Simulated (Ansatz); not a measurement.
Stepwise reaction of `[OH][Mg][OH]` with hydrogen chloride, as a gas-phase model of exchange steps in deposition or etching. ΔE in kJ/mol.

Isolated molecules relaxed with PBE0-D4/def2-TZVP in Ansatz; ΔE leaves out vibrations. CBS: MP2 limit from def2 TZ/QZ plus the TZ coupled-cluster correction, frozen cores. This one scheme is used for every species. DFT in def2-TZVPP. B3LYP here is the variant with VWN-RPA as its local correlation; programs differ in this. For Mg outer-core shells are correlated without core-valence functions, which leaves a few kJ/mol of doubt a bond. Each species was taken in one conformer, which may not be the lowest.

```tsv
step	reaction	PBE-D4	B3LYP-D4	ωB97M-V	CCSD(T)/CBS
1	`[OH][Mg][OH]` + HCl → `[OH][Mg][Cl]` + H₂O	-82.6	-82.3	-85.0	-84.3
```

Q: Give the row of step 2, `[OH][Mg][Cl]` + HCl → `[Cl][Mg][Cl]` + H₂O. (Estimate.)

A: Computed: 
```
step                                     reaction  PBE-D4  B3LYP-D4  ωB97M-V  CCSD(T)/CBS
   2  `[OH][Mg][Cl]` + HCl → `[Cl][Mg][Cl]` + H₂O   -79.7     -77.8    -79.8        -78.9
```

Q: By hand: ΔE of the 2 steps together at CCSD(T)/CBS.

A: (-84.3) + (-78.9) = -163.2 kJ/mol, or -81.6 kJ/mol a step.

In ΔE each step is higher than the one before. All are downhill at CCSD(T)/CBS. PBE-D4 differs from CCSD(T)/CBS by -0.8 to 1.7 kJ/mol a step. Isolated molecules leave out the surface, adducts and barriers. Largest T1 diagnostic: 0.011.
